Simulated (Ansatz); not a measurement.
## Ansatz (development build ahead of 0.2.0) run

```yaml
crystal:
  periodic: [false, false, false]
  atoms:
    - { symbol: C, position_ang: [0.0, 0.0, -1.95] }
    - { symbol: C, position_ang: [0.0, 0.0, -0.645] }
    - { symbol: C, position_ang: [0.0, 0.0, 0.645] }
    - { symbol: C, position_ang: [0.0, 0.0, 1.95] }
basis:
  gaussian: { orbitals: def2-SVP }
magnetization:
  spin_polarized: true
  initial_magnetization: 2
hamiltonian:
  xc: pbe0
scf:
  omitted_lower_state_checks: [starts, atomic_configurations, cluster_reference, orbital_swaps, given_window_search, neighbouring_geometries, increment]
output:
  forces: true
```

The input is written out in the form of the current development build from the run's settings.

The run gave:

| Item | Value |
| --- | --- |
| Converged | yes |
| Total energy | -151.77598 hartree |
| Spin squared of the determinant | 2.038 |
| Stability test | minimum |

Forces (eV/Å):
| atom | Fx | Fy | Fz |
| --- | --- | --- | --- |
| C1 | 0.000 | 0.000 | -0.661 |
| C2 | 0.000 | 0.000 | 0.264 |
| C3 | 0.000 | 0.000 | -0.264 |
| C4 | 0.000 | 0.000 | 0.661 |
